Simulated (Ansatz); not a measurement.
Correlation methods on BO, doublet

Program: Ansatz, Gaussian basis, development build; BCCD by scripts on PySCF. Basis STO-3G, 2 core orbitals frozen, nonrelativistic. Perturbation and coupled-cluster methods stand on the Hartree–Fock determinant that coupled cluster favours; RHF here means ROHF, with semicanonical perturbation theory. The state met can change along the bond. A minimal or small basis: far from the basis limit. The unrestricted determinant is a mixture of spins, so it may stand for another state.

Correlation energy of CCSD(T), then each method's total less that of CCSD(T), in eV:

| case | E corr CCSD(T) | CCSD | BCCD | BCCD(T) | determinant |
| --- | --- | --- | --- | --- | --- |
| 1.386 Å RHF | -4.560 | +0.476 | +0.615 | -0.005 | – |
| 1.567 Å UHF | -3.569 | +0.174 | +0.656 | -0.023 | ⟨S²⟩ = 1.602, 0.32 eV over the lowest such Hartree–Fock solution met |
| 1.928 Å RHF | -2.974 | +0.151 | +0.255 | +0.009 | – |
| 2.892 Å UHF | -1.092 | +0.001 | -0.049 | -0.050 | ⟨S²⟩ = 1.750 |

(1) How far does full CI lie from CCSD(T) in each case, and where is CCSD(T) within 1 kcal/mol (0.043 eV)?

(2) Which method comes nearest to full CI in total energy for 1.567 Å UHF?

Answers

(1) 1.386 Å RHF: -0.004 eV (within); 1.567 Å UHF: -0.189 eV (outside, spin-contaminated determinant); 1.928 Å RHF: -0.147 eV (outside); 2.892 Å UHF: -0.074 eV (outside, spin-contaminated determinant).

(2) BCCD(T), 0.166 eV away; next CCSD(T) (0.189 eV), last BCCD (0.845 eV).

Several Brueckner solutions were met.
